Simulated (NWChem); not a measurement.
System: hydrogen fluoride (HF); SMILES F

Parts of the log:

```
             Northwest Computational Chemistry Package (NWChem) 7.3.0
             --------------------------------------------------------

 ORDER OF PRIMARY AXIS IS BEING SET TO 4
 C4V symmetry detected

                             Geometry "geometry" -> ""
                             -------------------------

 Output coordinates in angstroms (scale by  1.889725989 to convert to a.u.)

  No.       Tag          Charge          X              Y              Z
 ---- ---------------- ---------- -------------- -------------- --------------
    1 F                    9.0000     0.00000000     0.00000000     0.09324190
    2 H                    1.0000     0.00000000     0.00000000    -0.83917713

 Effective nuclear repulsion energy (a.u.)       5.1077842135

      Symmetry information
      --------------------

 Group name             C4v
 Group number             18
 Group order               8
 No. of unique centers     2

                                Z-matrix (autoz)
                                --------

 Units are Angstrom for bonds and degrees for angles

      Type          Name      I     J     K     L     M      Value
      ----------- --------  ----- ----- ----- ----- ----- ----------
    1 Stretch                  1     2                       0.93242

                           NWChem Geometry Optimization
                           ----------------------------

 maximum gradient threshold         (gmax) =   0.000450
 rms gradient threshold             (grms) =   0.000300
 maximum cartesian step threshold   (xmax) =   0.001800
 rms cartesian step threshold       (xrms) =   0.001200
 fixed trust radius                (trust) =   0.300000
 source of zmatrix                         =   autoz

          -------------------
          Energy Minimization
          -------------------

 Using diagonal initial Hessian
 Scaling for Hessian diagonals: bonds = 1.00  angles = 0.25  torsions = 0.10

          --------
          Step   0

                                 NWChem DFT Module
                                 -----------------

 Summary of "ao basis" -> "ao basis" (spherical)
 ------------------------------------------------------------------------------
       Tag                 Description            Shells   Functions and Types
 ---------------- ------------------------------  ------  ---------------------
 F                           6-31g*                  6       14   3s2p1d
 H                           6-31g*                  2        2   2s

      Symmetry analysis of basis
      --------------------------

        a1          8
        a2          0
        b1          1
        b2          1
        e           6

            General Information
            -------------------
          SCF calculation type: DFT
          Wavefunction type:  closed shell.
          No. of atoms     :     2
          No. of electrons :    10
           Alpha electrons :     5
            Beta electrons :     5
          Charge           :     0
          Spin multiplicity:     1
          Use of symmetry is: on ; symmetry adaption is: on
          Maximum number of iterations: 150
          AO basis - number of functions:    16
                     number of shells:     8
          Convergence on energy requested:  1.00D-06
          Convergence on density requested:  1.00D-05
          Convergence on gradient requested:  5.00D-04

              XC Information
              --------------
                         B3LYP Method XC Potential
                     Hartree-Fock (Exact) Exchange  0.200
                        Slater Exchange Functional  0.800 local
                    Becke 1988 Exchange Functional  0.720 non-local
              Lee-Yang-Parr Correlation Functional  0.810
                  VWN I RPA Correlation Functional  0.190 local

             Grid Information
             ----------------
          Grid used for XC integration:  medium
          Radial quadrature: Mura-Knowles
          Angular quadrature: Lebedev.
          Tag              B.-S. Rad. Rad. Pts. Rad. Cut. Ang. Pts.
          ---              ---------- --------- --------- ---------
          F                   0.50       49           5.0       434
          H                   0.35       45           4.0       434
          Grid pruning is: on
          Number of quadrature shells:    94
          Spatial weights used:  Erf1

      Superposition of Atomic Density Guess
      -------------------------------------

 Sum of atomic energies:         -99.87056456

      Non-variational initial energy
      ------------------------------

 Total energy =     -99.839322
 1-e energy   =    -149.523419
 2-e energy   =      44.576314
 HOMO         =      -0.632664
 LUMO         =       0.131528

      Symmetry analysis of molecular orbitals - initial
      -------------------------------------------------

 !! scf_movecs_sym_adapt:    2 vectors were symmetry contaminated

  Symmetry fudging

 !! scf_movecs_sym_adapt:    2 vectors were symmetry contaminated

  Numbering of irreducible representations:

     1 a1          2 a2          3 b1          4 b2          5 e

  Orbital symmetries:

     1 a1          2 a1          3 a1          4 e           5 e
     6 a1          7 a1          8 e           9 e          10 a1
    11 a1         12 e          13 e          14 b1         15 b2

   convergence    iter        energy       DeltaE   RMS-Dens  Diis-err
 ---------------- ----- ----------------- --------- --------- ---------
 d= 0,ls=0.0,diis     1   -100.3889489364 -1.05D+02  3.11D-02  2.98D-01
 d= 0,ls=0.0,diis     2   -100.3923193266 -3.37D-03  1.49D-02  3.38D-01
 d= 0,ls=0.0,diis     3   -100.4177793731 -2.55D-02  1.68D-03  5.25D-03
 d= 0,ls=0.0,diis     4   -100.4181662818 -3.87D-04  1.78D-04  5.41D-05
 d= 0,ls=0.0,diis     5   -100.4181712340 -4.95D-06  4.76D-06  2.91D-08
 d= 0,ls=0.0,diis     6   -100.4181712362 -2.26D-09  7.46D-07  1.01D-09

         Total DFT energy =     -100.418171236231
      One electron energy =     -150.575227146922
           Coulomb energy =       55.917807041027
    Exchange-Corr. energy =      -10.868535343829
 Nuclear repulsion energy =        5.107784213493

 Numeric. integr. density =        9.999999869839

                  Occupations of the irreducible representations
                  ----------------------------------------------

                     irrep           alpha         beta
                     --------     --------     --------
                     a1                3.0          3.0
                     a2                0.0          0.0
                     b1                0.0          0.0
                     b2                0.0          0.0
                     e                 2.0          2.0

                       DFT Final Molecular Orbital Analysis
                       ------------------------------------

 Vector    3  Occ=2.000000D+00  E=-5.180712D-01  Symmetry=a1
              MO Center= -2.1D-17, -2.2D-17,  3.2D-03, r^2= 5.9D-01
   Bfn.  Coefficient  Atom+Function         Bfn.  Coefficient  Atom+Function
  ----- ------------  ---------------      ----- ------------  ---------------
     5      0.552495  1 F  pz                 9      0.341380  1 F  pz
    15     -0.267764  2 H  s                  6      0.264469  1 F  s
     2      0.147050  1 F  s                 16     -0.136302  2 H  s
     1     -0.068587  1 F  s                 12     -0.029755  1 F  d  0

 Vector    4  Occ=2.000000D+00  E=-3.753409D-01  Symmetry=e
              MO Center= -7.0D-18, -1.2D-16,  7.8D-02, r^2= 4.3D-01
   Bfn.  Coefficient  Atom+Function         Bfn.  Coefficient  Atom+Function
  ----- ------------  ---------------      ----- ------------  ---------------
     4      0.642489  1 F  py                 8      0.472379  1 F  py
     3     -0.162416  1 F  px                 7     -0.119413  1 F  px
    11     -0.028224  1 F  d -1

 Vector    5  Occ=2.000000D+00  E=-3.753409D-01  Symmetry=e
              MO Center= -7.3D-17, -1.9D-17,  7.8D-02, r^2= 4.3D-01
   Bfn.  Coefficient  Atom+Function         Bfn.  Coefficient  Atom+Function
  ----- ------------  ---------------      ----- ------------  ---------------
     3      0.642489  1 F  px                 7      0.472379  1 F  px
     4      0.162416  1 F  py                 8      0.119413  1 F  py
    13      0.028224  1 F  d  1

 Vector    6  Occ=0.000000D+00  E= 6.429568D-02  Symmetry=a1
              MO Center=  5.4D-17,  2.7D-17, -9.7D-01, r^2= 1.5D+00
   Bfn.  Coefficient  Atom+Function         Bfn.  Coefficient  Atom+Function
  ----- ------------  ---------------      ----- ------------  ---------------
    16      1.268742  2 H  s                  6     -0.676021  1 F  s
     9      0.437429  1 F  pz                 5      0.323215  1 F  pz
    15      0.175816  2 H  s                  2     -0.114169  1 F  s
     1      0.067053  1 F  s

 Vector    7  Occ=0.000000D+00  E= 8.089346D-01  Symmetry=a1
              MO Center=  1.1D-16,  5.4D-17, -6.7D-01, r^2= 9.3D-01
   Bfn.  Coefficient  Atom+Function         Bfn.  Coefficient  Atom+Function
  ----- ------------  ---------------      ----- ------------  ---------------
    15      1.192431  2 H  s                 16     -0.898546  2 H  s
     5      0.427010  1 F  pz                12      0.168954  1 F  d  0
     9      0.098530  1 F  pz                 2     -0.097574  1 F  s
     6      0.092708  1 F  s

 Vector    8  Occ=0.000000D+00  E= 1.179780D+00  Symmetry=e
              MO Center= -2.5D-17, -2.5D-17,  7.3D-02, r^2= 8.6D-01
   Bfn.  Coefficient  Atom+Function         Bfn.  Coefficient  Atom+Function
  ----- ------------  ---------------      ----- ------------  ---------------
     7      1.033372  1 F  px                 3     -0.934788  1 F  px
     8      0.151290  1 F  py                 4     -0.136857  1 F  py
    13      0.048783  1 F  d  1

     Multipole analysis of the density
     ---------------------------------

     L   x y z        total         alpha         beta         nuclear
     -   - - -        -----         -----         ----         -------
     0   0 0 0     -0.000000     -5.000000     -5.000000     10.000000

[...]

      ----------------------
      Optimization converged
      ----------------------

  Step       Energy      Delta E   Gmax     Grms     Xrms     Xmax
  ---- ---------------- -------- -------- -------- -------- --------
@    2    -100.41817680 -3.1D-06  0.00002  0.00002  0.00095  0.00165
                                     ok       ok       ok       ok

                                Z-matrix (autoz)
                                --------

 Units are Angstrom for bonds and degrees for angles

      Type          Name      I     J     K     L     M      Value     Gradient
      ----------- --------  ----- ----- ----- ----- ----- ---------- ----------
    1 Stretch                  1     2                       0.93477    0.00002

                         Geometry "geometry" -> "geometry"
                         ---------------------------------

 Output coordinates in angstroms (scale by  1.889725989 to convert to a.u.)

  No.       Tag          Charge          X              Y              Z
 ---- ---------------- ---------- -------------- -------------- --------------
    1 F                    9.0000     0.00000000     0.00000000     0.09441953
    2 H                    1.0000     0.00000000     0.00000000    -0.84035476

 Effective nuclear repulsion energy (a.u.)       5.0949146179

      Symmetry information
      --------------------

 Group name             C4v
 Group number             18
 Group order               8
 No. of unique centers     2

                Final and change from initial internal coordinates
                --------------------------------------------------

                                Z-matrix (autoz)
                                --------

 Units are Angstrom for bonds and degrees for angles

      Type          Name      I     J     K     L     M      Value       Change
      ----------- --------  ----- ----- ----- ----- ----- ---------- ----------
    1 Stretch                  1     2                       0.93477    0.00236

 ==============================================================================
                                internuclear distances
 ------------------------------------------------------------------------------
       center one      |      center two      | atomic units |  angstroms
 ------------------------------------------------------------------------------
    2 H                |   1 F                |     1.76647  |     0.93477
 ------------------------------------------------------------------------------
                         number of included internuclear distances:          1
 ==============================================================================

[second-derivative integrals and response iterations left out]

  Vibrational analysis via the FX method

  See chapter 2 in "Molecular Vibrations" by Wilson, Decius and Cross

  Vib: Default input used

 ---------------------------- Atom information ----------------------------
     atom    #        X              Y              Z            mass
 --------------------------------------------------------------------------
    F        1  0.0000000D+00  0.0000000D+00  1.7842705D-01  1.8998400D+01
    H        2  0.0000000D+00  0.0000000D+00 -1.5880402D+00  1.0078250D+00
 --------------------------------------------------------------------------

[unprojected Hessian and modes left out]

        Vibrational analysis via the FX method
  --- with translations and rotations projected out ---
  --- via the Eckart algorithm                      ---
 Dependent rotation vector no.                    3
  found in ECKART; assuming linear geometry
 Projected Nuclear Hessian trans-rot subspace norm:3.0815D-33
                         (should be close to zero!)

[projected Hessian left out]

 Rotational Constants
 --------------------
 A=   0.000000 cm-1  (  0.000000 K)
 B=  20.158098 cm-1  ( 29.002359 K)
 C=  20.158098 cm-1  ( 29.002359 K)

 Temperature                      =   298.15K
 frequency scaling parameter      =   1.0000

 Linear Molecule

 Zero-Point correction to Energy  =    5.647 kcal/mol  (  0.008999 au)
 Thermal correction to Energy     =    7.127 kcal/mol  (  0.011358 au)
 Thermal correction to Enthalpy   =    7.720 kcal/mol  (  0.012302 au)

 Total Entropy                    =   41.521 cal/mol-K
   - Translational                =   34.906 cal/mol-K (mol. weight =  20.0062)
   - Rotational                   =    6.615 cal/mol-K (symmetry #  =        1)
   - Vibrational                  =    0.000 cal/mol-K

 Cv (constant volume heat capacity) =    4.966 cal/mol-K
   - Translational                  =    2.979 cal/mol-K
   - Rotational                     =    1.986 cal/mol-K
   - Vibrational                    =    0.000 cal/mol-K

[normal modes left out]

 ----------------------------------------------------------------------------
 Normal Eigenvalue ||           Projected Infra Red Intensities
  Mode   [cm**-1]  || [atomic units] [(debye/angs)**2] [(KM/mol)] [arbitrary]
 ------ ---------- || -------------- ----------------- ---------- -----------
    1       -0.000 ||    0.000000           0.000         0.000       0.000
    2        0.000 ||    0.009074           0.209         8.846       1.276
    3        0.000 ||    0.009074           0.209         8.846       1.276
    4        0.000 ||    0.171053           3.946       166.751      24.050
    5        0.000 ||    0.171053           3.946       166.751      24.050
    6     3951.934 ||    0.066483           1.534        64.811       9.348
 ----------------------------------------------------------------------------
```

Level: B3LYP/6-31G* (spherical d). 

Q: Write an input that gives this output.

A: Several could match; the one computed here: the input that was run:
```
start job
memory heap 200 mb stack 900 mb global 1100 mb
geometry units angstroms
  F      0.046940    -0.001641     0.000856
  H     -0.884755     0.030934    -0.016131
end
basis spherical
  * library 6-31g*
end
dft
  xc b3lyp
  iterations 150
end
driver
  maxiter 120
end
task dft optimize
task dft freq
```
